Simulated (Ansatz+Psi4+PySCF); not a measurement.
## doublet CH2N: levels of theory in one basis

```xyz
4

C     0.0282   -0.0047    0.0090
H     0.9106    0.0175   -0.5453
H    -0.9323    0.0292   -0.5535
N     0.0221   -0.0053    1.2254
```

Basis set: cc-pVTZ (spherical functions). Frozen core: 2 orbitals. Correlation on ROHF uses semicanonical orbitals with singles. Charge 0, multiplicity 2.

Computed with Ansatz (development build ahead of 0.2.0) and Psi4 1.11; each method stands on the lowest determinant of its kind that the runs found.

```csv
method,E − E(ROHF) (eV),<S²> of the determinant
ROHF,0.00,0.75
UHF,-0.25,0.89
ROHF-MP2,-8.92,–
```

Question: What does UHF-MP2 give on the same scale?

Answer: -8.72 eV.

Caution for UHF, UHF-MP2: the unrestricted determinant is spin contaminated.
